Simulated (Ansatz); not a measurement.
# CsPbBr₃ (Pm-3m)

All numbers below come from DFT PBE, scalar-relativistic, plane waves, PAW (Ansatz 0.2.0).

Cutoff 420 eV; k points 6×6×6 on the computed 5-atom cell (Γ-centred); Gaussian smearing, width 0.02 eV; no spin polarisation.

The structure is relaxed at this level of theory with its symmetry kept. Whether it is the stable form of this composition wasn't checked.

Symmetry: Pm-3m, No. 221, cubic system. Conventional cell: a = 6.003 Å, b = 6.003 Å, c = 6.003 Å, α = 90.00°, β = 90.00°, γ = 90.00°. Around Cs (site symmetry m-3m) lie 12 Br at 4.24 Å. Pb (site symmetry m-3m) is surrounded by 6 Br at 3.00 Å. Br (site symmetry 4/mmm) has 2 Pb at 3.00 Å as nearest neighbours.

| Property | Result |
| --- | --- |
| Volume per atom | 43.26 Å³ |
| Formation energy from the elements' standard states (Br, Hg as crystals; uncorrected) | -1.311 eV/atom |
| Kohn–Sham band gap | 1.78 eV, direct at R |
| Löwdin character of the top 1 eV of the valence band | Br 4p 72 %, Pb 6s 20 % |
| Löwdin character of the lowest 1 eV of the conduction band | Pb 6p 78 %, Br 4p 9 %, Br 4s 8 %, unprojected 4 % |
| Electron masses at the edge by Cartesian direction of the standard setting (m_e; degenerate bands sorted by energy; no spin-orbit coupling) | x: 0.84, 0.84, 0.091; y: 0.84, 0.84, 0.091; z: 0.84, 0.84, 0.091 |
| Hole masses at the edge by Cartesian direction of the standard setting (m_e; degenerate bands sorted by energy; no spin-orbit coupling) | x: 0.18; y: 0.18; z: 0.18 |
| Bulk modulus | 18.5 GPa |
| Its pressure derivative | 4.7 |
| Electronic dielectric constant xx, yy, zz of the standard setting (independent particles) | 4.8, 4.8, 4.8 |
| Bader charges (e) | Cs (1 in the cell) 0.89, Pb (1 in the cell) 1.13, Br (3 in the cell) -0.67 |

Spin-orbit coupling is left out, which matters for the bands of heavy elements.

Symmetry holds off the tilts and polar distortions that many cubic perovskites undergo.